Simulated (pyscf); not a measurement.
Single points on ωB97X-D3(BJ)/def2-SVP structures (PySCF, gas phase).

**Question.** How much does it cost (ΔH, 298 K, ωB97M-D3(BJ)/def2-TZVP) to split H₃C–Si(SiH₃)(SiH₃)–SiH₃ at its Si–Si bond into H₃C–Si•(SiH₃)–SiH₃ + SiH₃•?

**Answer.** Si–Si to H₃C–Si•(SiH₃)–SiH₃ + SiH₃•: 310.0 kJ/mol. The 7 functionals that were run give +283.0 (r²SCAN) to +328.1 kJ/mol (ωB97X-D3(BJ)/def2-TZVP). Other isomers of H₃C–Si•(SiH₃)–SiH₃ were not searched in full and may lie lower.
